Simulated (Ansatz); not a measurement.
A made-up structure of SiNH6S (charge +1), singlet:

N1  (-0.421, 0.862, -0.694)
Si2  (-0.072, -0.822, 0.138)
S3  (0.594, -0.451, 2.077)
H4  (-0.816, 0.755, -1.631)
H5  (0.425, 1.427, -0.784)
H6  (-1.085, 1.412, -0.145)
H7  (0.970, -1.361, 3.015)
H8  (-1.423, -1.405, 0.117)
H9  (1.891, -0.385, 1.721)
(Å)

It is relaxed with PBE-D4/def2-SVP and then PBE0-D4/def2-TZVP (Ansatz 0.2.0). Atoms count as bonded within 1.22 times the sum of their covalent radii (H–H: 0.88 Å). The end point is not checked to be a true minimum.

Task: Does its bonding change? (Judge from chemistry; the calculation decides.)

Result: By the calculation: No: no bond forms or breaks.

Where it ends: The first stage lowers the energy by 1.90 eV in 9 steps. It ends as SiNH₆S ([NH3][SiH][SH2]), total charge +1:
N1  (-0.452, 0.840, -0.693)
Si2  (0.221, -0.985, -0.197)
S3  (0.763, -0.215, 2.019)
H4  (-1.075, 0.714, -1.492)
H5  (0.294, 1.458, -1.009)
H6  (-0.992, 1.334, 0.016)
H7  (0.367, -1.319, 2.681)
H8  (-1.138, -1.269, 0.412)
H9  (2.073, -0.525, 2.079)
(Å)

Labels in which every atom is bracketed show which atoms are joined, not bond orders.

For scale, one of the runs: PBE0-D4/def2-TZVP relaxation, 141 basis functions, launched by `ansatz run in.yaml --threads 2 --pin off --events-out ev --progress --plain --max-ram 4352MiB`. The run took about 28 s on 2 CPU threads of an Intel Xeon Platinum 8375C (shared host).
